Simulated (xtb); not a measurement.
Input file for xtb: GFN1-xTB on C2H4 (SMILES C=C).

```
$ xtb mol.xyz --gfn 1 --sp --chrg 0 --uhf 0
6

H     -0.92396100     1.23195600     1.75000000
H      0.92396100     1.23195600     1.75000000
H      0.92396100    -1.23195600     1.75000000
H     -0.92396100    -1.23195600     1.75000000
C      0.00000000     0.66717600     1.75000000
C     -0.00000000    -0.66717600     1.75000000
```

It printed:

```
[...]
           -------------------------------------------------
          |                Calculation Setup                |
           -------------------------------------------------



           -------------------------------------------------
          |                 G F N 1 - x T B                 |
           -------------------------------------------------

        Reference                      10.1021/acs.jctc.7b00118
      * Hamiltonian:
        H0-scaling (s, p, d)           1.850000    2.250000    2.000000
        zeta-weighting                 0.000000
      * Dispersion:
        s8                             2.400000
        a1                             0.630000
        a2                             5.000000
        s9                             0.000000
      * Repulsion:
        kExp                           1.500000
        rExp                           1.000000
      * Coulomb:
        alpha                          2.000000
        third order                    atomic
        anisotropic                    false
      * Halogen bond correction:
        rad-scale                      1.300000
        damping                        0.440000


          ...................................................
          :                      SETUP                      :
          :.................................................:
          :  # basis functions                  16          :
          :  # atomic orbitals                  16          :
          :  # shells                           12          :
          :  # electrons                        12          :
          :  # halogen bonds                     0          :
          :  max. iterations                   250          :
          :  Hamiltonian                  GFN1-xTB          :
          :  restarted?                      false          :
          :  GBSA solvation                  false          :
          :  PC potential                    false          :
          :  electronic temp.          300.0000000     K    :
          :  accuracy                    1.0000000          :
          :  -> integral cutoff          0.2500000E+02      :
          :  -> integral neglect         0.1000000E-07      :
          :  -> SCF convergence          0.1000000E-05 Eh   :
          :  -> wf. convergence          0.2000000E-04 e    :
          :  Broyden damping             0.4000000          :
          :  net charge                          0          :
          :  unpaired electrons                  0          :
          ...................................................

 iter      E             dE          RMSdq      gap      omega  full diag
   1     -6.4481564 -0.644816E+01  0.808E+00    5.46       0.0  T
   2     -6.4556116 -0.745520E-02  0.484E+00    5.46       1.0  T
   3     -6.4562081 -0.596479E-03  0.523E-01    5.46       1.0  T
   4     -6.4566736 -0.465531E-03  0.623E-02    5.46       1.0  T
   5     -6.4566820 -0.832100E-05  0.411E-04    5.46      99.4  T
   6     -6.4566820 -0.351519E-09  0.677E-06    5.46    6031.0  T
   7     -6.4566820 -0.976996E-14  0.938E-07    5.46   43536.6  T

   *** convergence criteria satisfied after 7 iterations ***

         #    Occupation            Energy/Eh            Energy/eV
      -------------------------------------------------------------
         1        2.0000           -0.6417595             -17.4632
         2        2.0000           -0.5958715             -16.2145
         3        2.0000           -0.5590102             -15.2114
         4        2.0000           -0.5162863             -14.0489
         5        2.0000           -0.4826259             -13.1329
         6        2.0000           -0.4476619             -12.1815 (HOMO)
         7                         -0.2471286              -6.7247 (LUMO)
         8                         -0.1091308              -2.9696
         9                         -0.1077540              -2.9321
        10                         -0.0809462              -2.2027
        11                         -0.0442640              -1.2045
       ...                                ...                  ...
        16                          0.5299263              14.4200
      -------------------------------------------------------------
                  HL-Gap            0.2005333 Eh            5.4568 eV
             Fermi-level           -0.3473953 Eh           -9.4531 eV

 SCC (total)                   0 d,  0 h,  0 min,  0.003 sec
 SCC setup                      ...        0 min,  0.000 sec (  2.911%)
 Dispersion                     ...        0 min,  0.000 sec (  1.442%)
 classical contributions        ...        0 min,  0.000 sec (  0.663%)
 integral evaluation            ...        0 min,  0.001 sec ( 19.851%)
 iterations                     ...        0 min,  0.001 sec ( 34.910%)
 molecular gradient             ...        0 min,  0.001 sec ( 33.624%)
 printout                       ...        0 min,  0.000 sec (  6.205%)

         :::::::::::::::::::::::::::::::::::::::::::::::::::::
         ::                     SUMMARY                     ::
         :::::::::::::::::::::::::::::::::::::::::::::::::::::
         :: total energy              -6.341676812206 Eh    ::
         :: gradient norm              0.026325497276 Eh/a0 ::
         :: HOMO-LUMO gap              5.456788381485 eV    ::
         ::.................................................::
         :: SCC energy                -6.456681959415 Eh    ::
         :: -> electrostatic           0.000154575792 Eh    ::
         :: repulsion energy           0.115926048852 Eh    ::
         :: dispersion energy         -0.000920901642 Eh    ::
         :: halogen bond corr.         0.000000000000 Eh    ::
         :: add. restraining           0.000000000000 Eh    ::
         :: total charge               0.000000000000 e     ::
         :::::::::::::::::::::::::::::::::::::::::::::::::::::

           -------------------------------------------------
          |                Property Printout                |
           -------------------------------------------------

    * Orbital Energies and Occupations

         #    Occupation            Energy/Eh            Energy/eV
      -------------------------------------------------------------
         1        2.0000           -0.6417595             -17.4632
         2        2.0000           -0.5958715             -16.2145
         3        2.0000           -0.5590102             -15.2114
         4        2.0000           -0.5162863             -14.0489
         5        2.0000           -0.4826259             -13.1329
         6        2.0000           -0.4476619             -12.1815 (HOMO)
         7                         -0.2471286              -6.7247 (LUMO)
         8                         -0.1091308              -2.9696
         9                         -0.1077540              -2.9321
        10                         -0.0809462              -2.2027
        11                         -0.0442640              -1.2045
        12                          0.2215295               6.0281
        13                          0.2880933               7.8394
        14                          0.3400036               9.2520
        15                          0.5020805              13.6623
        16                          0.5299263              14.4200
      -------------------------------------------------------------
                  HL-Gap            0.2005333 Eh            5.4568 eV
             Fermi-level           -0.3473953 Eh           -9.4531 eV

  Mulliken/CM5 charges         n(s)   n(p)   n(d)
     1H     0.02997  0.08241   0.970  0.000  0.000
     2H     0.02997  0.08241   0.970  0.000  0.000
     3H     0.02997  0.08241   0.970  0.000  0.000
Note: The following floating-point exceptions are signalling: IEEE_DENORMAL
normal termination of xtb
     4H     0.02997  0.08241   0.970  0.000  0.000
     5C    -0.05994 -0.16481   1.048  3.012  0.000
     6C    -0.05994 -0.16481   1.048  3.012  0.000

Wiberg/Mayer (AO) data.
largest (>0.10) Wiberg bond orders for each atom

 ---------------------------------------------------------------------------
     #   Z sym  total        # sym  WBO       # sym  WBO       # sym  WBO
 ---------------------------------------------------------------------------
     1   1 H    1.006 --     5 C    0.981
     2   1 H    1.006 --     5 C    0.981
     3   1 H    1.006 --     6 C    0.981
     4   1 H    1.006 --     6 C    0.981
     5   6 C    3.998 --     6 C    2.035     2 H    0.981     1 H    0.981
     6   6 C    3.998 --     5 C    2.035     4 H    0.981     3 H    0.981
 ---------------------------------------------------------------------------

Topologies differ in total number of bonds
Writing topology from bond orders to xtbtopo.mol

 dipole moment from electron density (au)
     X       Y       Z
  -0.0000   0.0000   0.0000  total (Debye):    0.000


           -------------------------------------------------
          | TOTAL ENERGY               -6.341676812206 Eh   |
          | GRADIENT NORM               0.026325497276 Eh/α |
          | HOMO-LUMO GAP               5.456788381485 eV   |
           -------------------------------------------------

------------------------------------------------------------------------
------------------------------------------------------------------------
 total:
 SCF:
```

The run finished.

Cost: very roughly 0.03 core-seconds.
